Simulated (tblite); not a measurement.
Species: C4H11P.
Numbering: `[CH3:1][PH:2][CH:3]([CH3:4])[CH3:5]` (hydrogens: H6, H7, H8 on C1; H9 on P2; H10 on C3; H11, H12, H13 on C4; H14, H15, H16 on C5)

Geometry (GFN2-xTB, Å), atoms numbered from 1 in this order:
```xyz
16
C4H11P angstrom
C      2.296   -0.328    0.187
P      0.999    0.851    0.787
C     -0.512    0.083   -0.025
C     -0.917   -1.187    0.717
C     -1.648    1.101   -0.019
H      3.268    0.149    0.293
H      2.137   -0.606   -0.854
H      2.287   -1.222    0.809
H      1.198    1.785   -0.241
H     -0.258   -0.170   -1.062
H     -1.808   -1.621    0.267
H     -0.122   -1.930    0.682
H     -1.131   -0.962    1.760
H     -2.535    0.686   -0.497
H     -1.359    2.005   -0.553
H     -1.902    1.375    1.003
```

Level: GFN2-xTB in tblite, geometry and Hessian alike; calculated harmonic values, unscaled, isolated species. Errors from tens to a few hundred cm⁻¹ against measured bands are possible. Modes of hydrogen on phosphorus can be 10 to 20 % off. One conformer, not necessarily the lowest.

Harmonic wavenumbers (cm⁻¹): 69.3, 181.3, 191.5, 203.0, 223.3, 293.5, 308.0, 410.1, 648.5, 730.1, 743.2, 839.8, 878.0, 934.9, 939.0, 984.1, 990.2, 1058.7, 1138.2, 1170.0, 1243.4, 1295.8, 1319.7, 1406.3, 1418.1, 1444.5, 1461.5, 1491.3, 1492.7, 1500.1, 1503.8, 2232.8, 2884.6, 2990.3, 3004.7, 3007.5, 3011.8, 3014.7, 3016.1, 3019.6, 3026.8, 3028.0.

A = 5814, B = 2625, C = 2074 MHz; mass 90.060 u (most abundant isotopes); point group C1, symmetry number 1.

Task: Zero-point energy?

Result: ½Σν̃ = 30374 cm⁻¹ = 363.36 kJ/mol.

Task: What is S at 298.15 K and 1 bar for an ideal gas of classical rigid rotors and harmonic oscillators?

Result: Translation 164.98, rotation 111.80, vibration 77.56: S = 354.3 J/(mol K).

Task: And Cp and H(298.15 K) − H(0)?

Result: Cp = 122.48 J/(mol K), of which vibrations give 89.22 (their classical limit is 42 R = 349.2); H(298.15 K) − H(0) = 22.94 kJ/mol without the zero-point energy, 13.03 from vibrations.

Task: Which modes carry the vibrational entropy at 298.15 K?

Result: 69.3 cm⁻¹: 17.46; 181.3 cm⁻¹: 9.69; 191.5 cm⁻¹: 9.26; 203.0 cm⁻¹: 8.81; 223.3 cm⁻¹: 8.08; 293.5 cm⁻¹: 6.08 J/(mol K); the other 36 give 18.18 together.

Task: What must be added to the electronic energy to get the Gibbs energy at 298.15 K and 1 bar?

Result: ZPE + [H(298.15 K) − H(0)] − T·S = 363.36 + 22.94 − 105.65 = 280.65 kJ/mol.

Task: How do the functions run with temperature in this model?

Result: 
```json
{"T (K)": "100", "S (J/(mol K))": "258.3", "Cp (J/(mol K))": "63.5", "H − H(0) (kJ/mol)": "4.50", "G − H(0) (kJ/mol)": "-21.33", "ln q(vib)": "0.73"}
{"T (K)": "200", "S (J/(mol K))": "311.8", "Cp (J/(mol K))": "93.0", "H − H(0) (kJ/mol)": "12.40", "G − H(0) (kJ/mol)": "-49.97", "ln q(vib)": "2.36"}
{"T (K)": "300", "S (J/(mol K))": "355.1", "Cp (J/(mol K))": "123.1", "H − H(0) (kJ/mol)": "23.17", "G − H(0) (kJ/mol)": "-83.36", "ln q(vib)": "4.11"}
{"T (K)": "500", "S (J/(mol K))": "432.4", "Cp (J/(mol K))": "183.0", "H − H(0) (kJ/mol)": "53.96", "G − H(0) (kJ/mol)": "-162.26", "ln q(vib)": "7.67"}
{"T (K)": "800", "S (J/(mol K))": "533.3", "Cp (J/(mol K))": "246.5", "H − H(0) (kJ/mol)": "119.11", "G − H(0) (kJ/mol)": "-307.56", "ln q(vib)": "13.00"}
{"T (K)": "1000", "S (J/(mol K))": "591.6", "Cp (J/(mol K))": "275.6", "H − H(0) (kJ/mol)": "171.45", "G − H(0) (kJ/mol)": "-420.16", "ln q(vib)": "16.40"}
```

q(vib) and H(0) count from the zero-point level.

Task: Blend soft modes into free rotors: weight 1/[1 + (100 cm⁻¹/ν̃)⁴] for the oscillator and the rest for a rotor with moment μB/(μ + B), μ = h/(8π²ν), B = 10⁻⁴⁴ kg m². What vibrational entropy results?

Result: 74.38 J/(mol K) in place of 77.56, which changes −T·S at 298.15 K by +0.95 kJ/mol.

Hindered rotation and anharmonicity are outside this model. Other conformers, if any are populated, would add a mixing term that is left out. The structure is chiral; the term R ln 2 for an equal mix with its mirror image is left out.

Hardware: one thread of an Arm Neoverse V1 (shared host). This covers the Hessian and the dipole derivatives.
